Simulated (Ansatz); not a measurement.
Cost and result up the ladder for Al₃H₂ (5 atoms). The state is a doublet with charge 0. Geometry: B3LYP-D4/def2-TZVP.

Cartesian coordinates in Å:
```
Al -0.949 0.647 1.542
Al 0.766 -0.882 0.204
Al 0.728 1.508 -0.961
H 0.381 -0.292 -1.387
H -0.925 -0.981 0.602
```

Ansatz on 4 threads of Arm Neoverse V1 on a shared host. Times are rough, and most runs start from the orbitals of an earlier one. PBE0-D4/def2-TZVP serves as the yardstick here, not as an exact answer. Binding counts from free atoms at the same level (Al doublet, H doublet; other spins of the atoms weren't run), without zero-point energy or a counterpoise term.

Correlated methods freeze 15 core orbitals. In CCSD on the charge 0 doublet the largest single amplitude is 0.17, so its Hartree–Fock determinant may place the open shell otherwise than the density functionals do. Another isomer (doublet) lies 0.40 eV lower at PBE0-D4/def2-TZVP; other spin states weren't run for this one.

Correlated methods converge slowly with the basis.

```tsv
level	functions	wall time
revPBE-D4/def2-TZVP	123	1.6 s
PBE-D4/def2-TZVP (with forces)	123	1.9 s
PBE0-D4/def2-TZVP	123	2.4 s
r2SCAN-D4/def2-TZVP	123	4.6 s
r2SCANh-D4/def2-TZVP	123	5.5 s
CCSD(T)/def2-TZVPP	154	17 s
```

(1) Estimate what each level gives for the binding energy per atom (eV).

## Answers

(1) 
```tsv
level	binding energy per atom (eV)	difference from PBE0-D4/def2-TZVP (eV)	remarks
revPBE-D4/def2-TZVP	1.86	0.01	–
PBE-D4/def2-TZVP (with forces)	1.90	0.05	–
PBE0-D4/def2-TZVP	1.85	0.00	–
r2SCAN-D4/def2-TZVP	1.90	0.05	spin-contaminated (⟨S²⟩ 0.83)
r2SCANh-D4/def2-TZVP	1.88	0.03	spin-contaminated (⟨S²⟩ 0.84)
CCSD(T)/def2-TZVPP	1.78	-0.07	large T1 (0.070), spin-contaminated (⟨S²⟩ 1.18)
```
